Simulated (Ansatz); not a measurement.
Strontium, fcc: convergence with cold smearing

Computed with Ansatz, r²SCAN, scalar-relativistic PAW, on the relaxed cell (a = 6.104 Å; spin not included). Errors count from a run at 500 eV on a Γ-centred 15×15×15 mesh with Fermi-Dirac smearing of 0.1 eV, extrapolated to zero width. Fixed here: cutoff 500 eV, mesh 9×9×9. The SCF starts from atomic densities corrected by a trained network.

| width (eV) | E(σ→0) error (meV/atom) | F error (meV/atom) | P (GPa) | SCF iterations |
| --- | --- | --- | --- | --- |
| 0.03 | 7.7 | 7.6 | -0.05 | 7 |
| 0.1 | 7.1 | 6.0 | -0.03 | 7 |
| 0.2 | 5.0 | 2.3 | -0.03 | 7 |
| 0.3 | 2.4 | -2.0 | -0.03 | 7 |
| 0.6 | -3.7 | -15.4 | 0.03 | 7 |
| 1.0 | -4.7 | -58.3 | 0.10 | 7 |

Q: What does the run at 0.01 give (width)?

A: E(σ→0) error (meV/atom): 7.8; F error (meV/atom): 7.8; P (GPa): -0.05; SCF iterations: 7.
